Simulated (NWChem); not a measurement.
**A calculation on C2H3F**

```xyz
6

C      1.1815    -0.1871     0.0000
C     -0.1259    -0.4075     0.0000
F     -1.0213     0.5743     0.0000
H      1.5823     0.8287     0.0000
H      1.8700    -1.0325     0.0000
H     -0.5944    -1.3973     0.0000
```
Charge 0, spin multiplicity 1.

Everything below was run with NWChem. Structure: optimised with PBE0/def2-SVP, a minimum by its harmonic frequencies.

Symmetry labels belong to the abelian group Cs used in the runs, with the axes of the coordinates shown.

B3LYP has NWChem's definition, with VWN1-RPA local correlation. The structure started from a generated list of species.

Question: List the lowest 3 singlet excitations that TD-B3LYP/def2-SVPD, VWN1-RPA local correlation gives, with oscillator strengths.

Answer: 
```tsv
state	symmetry	energy (eV)	wavelength (nm)	f
1	a"	7.16	173	0.040
2	a'	7.62	163	0.318
3	a"	7.75	160	0.007
```
